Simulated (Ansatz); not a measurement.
Born–Oppenheimer molecular dynamics of CH$_{2}$NSi (5 atoms, charge 0, multiplicity 2). It goes on from the last frame of an earlier run, with new velocities.

Computed with Ansatz 0.2.0, UKS r2SCAN-D4/def2-SVP.

| Property | Result |
| --- | --- |
| ensemble | NVE (velocity Verlet) |
| time step | 0.5 fs |
| steps asked | 100 |
| starting velocities drawn for | 100 K |
| seed | 564390 |

First frame:

```xyz
5
Properties=species:S:1:pos:R:3
N -1.187 -0.453 -0.239
C -0.056 -0.406 0.116
Si 1.556 0.183 0.807
H -1.989 -0.968 -0.396
H 1.445 1.297 -0.172
```

What does the run give?

All steps were run.

| Property | Result |
| --- | --- |
| steps done | 100 |
| time covered | 50 fs |
| mean temperature over the second half | 456 K |
| spread of the potential energy over the second half | 10.2 meV per atom |
| mean potential energy of the second half above the start | -27.7 meV per atom |

The conserved energy stayed within 0.32 meV per atom of its start (net change -0.039 meV per atom), so the integration is sound. The system heated up, since it started high on the potential surface and ran downhill. A run of 0.05 ps of so small a system gives no equilibrium averages.

What happens to the structure?

The same pairs are bonded in the first frame and the last. Pairs count as bonded within 1.25 times the sum of covalent radii (0.12 Å more for H–H). This is one draw of velocities; another would differ in detail.

How do temperature and energy run in time?


```csv
time (fs),T (K),potential energy less start (eV),conserved less start (meV/atom)
0.0,100,0.000,0.00
2.5,228,-0.051,-0.31
5.0,89,0.005,0.04
7.5,227,-0.051,-0.26
10.0,180,-0.031,0.07
12.5,366,-0.104,-0.21
15.0,301,-0.078,-0.01
17.5,412,-0.122,-0.14
20.0,539,-0.172,-0.27
22.5,422,-0.125,0.02
25.0,564,-0.181,-0.21
27.5,536,-0.169,0.08
30.0,682,-0.227,-0.27
32.5,482,-0.148,0.05
35.0,615,-0.201,-0.28
37.5,450,-0.136,-0.02
40.0,389,-0.113,-0.11
42.5,280,-0.070,-0.01
45.0,363,-0.103,-0.20
47.5,308,-0.081,-0.13
50.0,276,-0.068,-0.04
```

The run took 6.2 min on 1 thread of Arm Neoverse V2, with other jobs on the host, peak memory 0.14 GiB.
